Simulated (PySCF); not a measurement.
Ionisation energy of P by level of theory

P [Ne] 3s2 3p3 (4S) → P+ [Ne] 3s2 3p2 (3P), as a difference of total energies. Calculation: PySCF 2.14, in aug-cc-pwCVQZ (10s9p7d5f3g, 134 functions); the non-relativistic Hamiltonian (point nucleus). Correlated levels: valence: [Ne] frozen; valence and next inner shell: 1s2 frozen; nothing frozen. The calculations carry no spin-orbit coupling.

```json
{"method": "UHF", "ionisation energy (eV)": "9.905"}
{"method": "LDA", "ionisation energy (eV)": "10.577"}
{"method": "PBE", "ionisation energy (eV)": "10.489"}
{"method": "PBE0", "ionisation energy (eV)": "10.528"}
{"method": "r2SCAN", "ionisation energy (eV)": "10.623"}
{"method": "r2SCAN0", "ionisation energy (eV)": "10.606"}
{"method": "M06", "ionisation energy (eV)": "10.343"}
{"method": "MP2 (valence)", "ionisation energy (eV)": "10.527"}
{"method": "SCS-MP2 (valence)", "ionisation energy (eV)": "10.345"}
{"method": "MP2 (valence and next inner shell)", "ionisation energy (eV)": "10.543"}
{"method": "SCS-MP2 (valence and next inner shell)", "ionisation energy (eV)": "10.361"}
{"method": "MP2 (all electrons)", "ionisation energy (eV)": "10.545"}
```

Question: Estimate what SCS-MP2 (all electrons) gives.

Answer: 10.362 eV, closest to SCS-MP2 (valence and next inner shell) among the rows shown.

Question: Estimate what revPBE gives.

Answer: 10.462 eV, closest to PBE among the rows shown.

A first-order spin-orbit estimate (lowest level to lowest level, LS coupling) adds -0.034 eV.

For comparison: 10.487 eV (measured; NIST Atomic Spectra Database, ionization energies).
